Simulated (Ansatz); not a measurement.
Ruthenium, hcp: convergence with Fermi-Dirac smearing

Computed with Ansatz, PBE, scalar-relativistic PAW, on the relaxed cell (a = 2.724 Å, c = 4.289 Å (c/a = 1.575); spin not included). Errors count from a run at 420 eV on a Γ-centred 22×22×12 mesh with Fermi-Dirac smearing of 0.1 eV, extrapolated to zero width. Fixed here: cutoff 420 eV, mesh 13×13×7. The SCF starts from atomic densities corrected by a trained network.

```json
{"width (eV)": "0.01", "E(σ→0) error (meV/atom)": "4.3", "F error (meV/atom)": "4.2", "P (GPa)": "-0.25", "SCF iterations": "6"}
{"width (eV)": "0.03", "E(σ→0) error (meV/atom)": "4.5", "F error (meV/atom)": "3.4", "P (GPa)": "-0.23", "SCF iterations": "6"}
{"width (eV)": "0.1", "E(σ→0) error (meV/atom)": "5.2", "F error (meV/atom)": "-9.8", "P (GPa)": "0.06", "SCF iterations": "6"}
{"width (eV)": "0.2", "E(σ→0) error (meV/atom)": "5.5", "F error (meV/atom)": "-54.6", "P (GPa)": "0.88", "SCF iterations": "6"}
{"width (eV)": "0.3", "E(σ→0) error (meV/atom)": "11.6", "F error (meV/atom)": "-132.0", "P (GPa)": "2.47", "SCF iterations": "6"}
{"width (eV)": "0.6", "E(σ→0) error (meV/atom)": "44.9", "F error (meV/atom)": "-598.2", "P (GPa)": "11.79", "SCF iterations": "6"}
{"width (eV)": "1.0", "E(σ→0) error (meV/atom)": "-5.0", "F error (meV/atom)": "-1730.3", "P (GPa)": "29.37", "SCF iterations": "6"}
```
